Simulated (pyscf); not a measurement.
Thermochemistry of product channels of `[NH]=[W]([F])([F])([F])[F]` + `[ClH]` on the singlet surface, in kJ/mol, from ωB97M-D3(BJ)/def2-TZVP energies (ideal gas, 1 atm, RRHO with modes under 100 cm⁻¹ raised to 100, one conformer, R ln 2 for chiral ones without a mode under 150 cm⁻¹). Optimised with ωB97X-D3(BJ)/def2-SVP in PySCF.

```json
[
 {"products": "`[NH]=[W]([F])([F])([F])[Cl]` + `[FH]`", "ΔE": "+24.6", "ΔH(298 K)": "+29.5", "ΔG(298 K)": "+26.4", "ΔG(900 K)": "[?]"},
 {"products": "`[NH2][W]([F])([F])([F])([F])[Cl]`", "ΔE": "[?]", "ΔH(298 K)": "-40.5", "ΔG(298 K)": "+2.0", "ΔG(900 K)": "+86.5"}
]
```

### Question
Complete the blanks.

### Answer

- `[NH]=[W]([F])([F])([F])[Cl]` + `[FH]`, ΔG(900 K): +19.5
- `[NH2][W]([F])([F])([F])([F])[Cl]`, ΔE: -54.8

These are energies of the channels, which say nothing of barriers. Elements past Kr carry the def2 core potentials, without spin-orbit coupling.
